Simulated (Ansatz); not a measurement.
Basis-set extrapolation for `CC1CC1` (PBE0-D4/def2-TZVP geometry, frozen core, Ansatz 0.2.0). Multiplicity 1, RHF reference.

|  | def2-TZVPP | def2-QZVPP |
| --- | --- | --- |
| HF | -156.155177 | -156.162505 |
| MP2 correlation | -0.690335 | -0.732699 |
| CCSD(T) correlation | -0.760156 | not run |

Energies in hartree. Use E(X) = E(∞) + A·exp(−7.88·√X) for Hartree–Fock and E(X) = E(∞) + B·X^(−2.97) for correlation, with X = 3 and 4, and add CCSD(T) minus MP2 of the smaller set to the MP2 limit.

Problem. What is the CCSD(T) energy at the basis-set limit?

Solution. HF limit: -156.162505 + (-0.007328) × 0.13774 = -156.16351. MP2 limit: -0.732699 + (-0.042364) × 0.74074 = -0.76408. Higher-order term: -0.760156 − (-0.690335) = -0.06982. Total: -156.99741 hartree, 215.5 kJ/mol below CCSD(T)/def2-TZVPP.
